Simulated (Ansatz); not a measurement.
One geometry of C₄H₇NO, SMILES `CCN=C=CO`, several functionals.

```yaml
crystal:
  periodic: [false, false, false]
  atoms:
    - {symbol: C, position_ang: [1.252177, -1.677847, 0.430931]}
    - {symbol: C, position_ang: [-0.169389, -1.255073, 0.121261]}
    - {symbol: N, position_ang: [-0.170490, -0.187883, -0.874148]}
    - {symbol: C, position_ang: [-0.684630, 0.896475, -0.638670]}
    - {symbol: C, position_ang: [-1.205242, 2.092680, -0.513582]}
    - {symbol: O, position_ang: [-0.565081, 3.205825, -0.026204]}
    - {symbol: H, position_ang: [1.808869, -0.861853, 0.897062]}
    - {symbol: H, position_ang: [1.253933, -2.527112, 1.117270]}
    - {symbol: H, position_ang: [1.774013, -1.967262, -0.482919]}
    - {symbol: H, position_ang: [-0.698264, -0.951201, 1.032519]}
    - {symbol: H, position_ang: [-0.713318, -2.094386, -0.322050]}
    - {symbol: H, position_ang: [-2.236464, 2.273240, -0.783669]}
    - {symbol: H, position_ang: [0.374287, 3.019694, 0.057001]}
basis:
  gaussian: {orbitals: def2-TZVPP}
hamiltonian: {xc: {name: wB97M-V}}
output: {forces: true, orbitals: {seedname: orbitals}}
```

```sh
$ ansatz run in.yaml --threads 4 --pin off --events-out ev --progress --plain --max-ram 10444MiB
```

It prints (some lines left out):

```
Functional definition: wB97M-V
1439 factors; their error is unknown
360 factors; integrals over basis functions are off by at most 9.9e-6 eV
mean field evaluation 1: about -7791.5316 eV, gradient 5.3e1 eV
mean field evaluation 2: about -7793.3587 eV, gradient 4.6e1 eV
mean field evaluation 4: about -7797.1244 eV, gradient 2.5e0 eV
mean field evaluation 8: about -7797.1491 eV, gradient 8.0e-2 eV
mean field evaluation 16: about -7797.1325 eV, gradient 5.2e-4 eV
mean field -7797.13254798 eV, -286.5393360520 hartree, gradient 5.8e-5 eV, S^2 0.000000; 0 other end points of the search recorded, 0 dependent functions left out
reference -7797.13259907 eV, -286.5393379296 hartree; 23, 23 occupied and 261, 261 virtual orbitals, 1439 factors
Total energy: -7797.13259907 eV, -286.5393379296 hartree
Atom 0 at     1.252177    -1.677847     0.430931 Å, force     0.179946    -0.051938     0.046516 eV/Å
Atom 1 at    -0.169389    -1.255073     0.121261 Å, force    -0.224530    -0.156047     0.146390 eV/Å
Atom 2 at    -0.170490    -0.187883    -0.874148 Å, force     0.086213     0.049816    -0.207576 eV/Å
Atom 3 at    -0.684630     0.896475    -0.638670 Å, force    -0.041962     0.093457     0.042660 eV/Å
Atom 4 at    -1.205242     2.092680    -0.513582 Å, force    -0.276573    -0.222648    -0.116715 eV/Å
Atom 5 at    -0.565081     3.205825    -0.026204 Å, force     0.230313     0.186658     0.112567 eV/Å
Atom 6 at     1.808869    -0.861853     0.897062 Å, force    -0.042969    -0.056073    -0.036351 eV/Å
Atom 7 at     1.253933    -2.527112     1.117270 Å, force     0.004175     0.067015    -0.052904 eV/Å
Atom 8 at     1.774013    -1.967262    -0.482919 Å, force    -0.045817     0.024134     0.067924 eV/Å
Atom 9 at    -0.698264    -0.951201     1.032519 Å, force     0.043002    -0.019103    -0.071059 eV/Å
Atom 10 at    -0.713318    -2.094386    -0.322050 Å, force     0.046769     0.082168     0.051986 eV/Å
Atom 11 at    -2.236464     2.273240    -0.783669 Å, force     0.098230    -0.031519     0.018648 eV/Å
Atom 12 at     0.374287     3.019694     0.057001 Å, force    -0.056796     0.034080    -0.002085 eV/Å
Dipole moment:     0.118125    -0.256679     0.225116 e Å
```

Hardware: 4 threads of an Arm Neoverse V1 on a shared host. Wall time 13 s, peak host memory 1 GiB.

Changing it to `hamiltonian: {xc: {name: B2PLYP}}` and no forces (abridged; 6.5 s):

```
Functional definition: B2PLYP
mean field evaluation 16: about -7784.2020 eV, gradient 9.4e-4 eV
mean field -7784.20195193 eV, -286.0641454117 hartree, gradient 9.9e-6 eV, S^2 0.000000
6 core orbitals not correlated: weight in the atoms' cores, before any rotation towards them, 1.000 or more for the frozen orbitals, at most 0.000 for the correlated occupied ones
second order -36.16970257 eV of doubles, -0.00000000 eV of singles
Total energy: -7793.96796097 eV, -286.4230396242 hartree
```
